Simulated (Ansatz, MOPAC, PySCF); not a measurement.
Complex: H2O (SMILES O) (first 3 atoms) with H2O (SMILES O); geometry from S66by8 set.
(charge 0, multiplicity 1):
```xyz
6

O     -1.776    -0.042     0.005
H     -2.096     0.861    -0.016
H     -0.816     0.057     0.001
O      1.698     0.037    -0.005
H      2.075    -0.402     0.761
H      2.070    -0.439    -0.751
```

Monomers are frozen at their geometry in the pair; levels with a basis set take the counterpoise correction. Rows marked so take none.

Rows in 6-311+G**, 6-31G* carry no dispersion term and start afresh at each structure (6-31G* with six Cartesian d functions). The state reached by AM1 isn't checked.

The values were computed with Ansatz (a first-principles code); MOPAC for AM1 (differences of heats of formation); PySCF for 6-311+G** rows, 6-31G* rows. Values without a source in brackets are computed.

Problem. One of these levels gives -2.28 kcal/mol for the interaction energy. Which?
A) AM1
B) wB97M-V/def2-TZVPPD
C) M06-2X/6-31G* (no counterpoise)
D) B3LYP/6-311+G** (no counterpoise)

Solution. A, AM1. The others give -4.01 (B3LYP/6-311+G** (no counterpoise)), -4.95 (M06-2X/6-31G* (no counterpoise)), -3.44 (wB97M-V/def2-TZVPPD)
